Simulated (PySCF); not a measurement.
Shapes and spin states of Na₃

All numbers come from PBE0 in PySCF with Na def2-TZVP; no relativity; density-fitted integrals.

Relaxations began from a few typed shapes and spin states; open shells are unrestricted. The search is not exhaustive: other isomers or separated fragments can lie lower, and high-lying points may rest on an excited occupation.

| spin | group | bonds | angles | imaginary modes (cm⁻¹) | ΔE (kJ/mol) | ΔE with ZPE (kJ/mol) |
| --- | --- | --- | --- | --- | --- | --- |
| doublet | C2v | Na–Na 3.257 Å (×2) | Na–Na–Na 81.9° | none | 0.0 | 0.0 |
| doublet | C2v | Na–Na 3.105 Å, Na–Na 3.701 Å (×2) | Na–Na–Na 49.6°, Na–Na–Na 65.2° (×2) | 75i | 3.1 | – |
| doublet | D∞h | Na–Na 3.305 Å (×2) | Na–Na–Na 180.0° | none | 5.9 | 5.5 |
| quartet | D3h | no bonded pair |  | none | 90.8 | 90.0 |
| quartet | D∞h | no bonded pair |  | none | 95.9 | 94.6 |

The lowest minimum found is the doublet C2v: Na–Na 3.257 Å (×2); Na–Na–Na 81.9°.
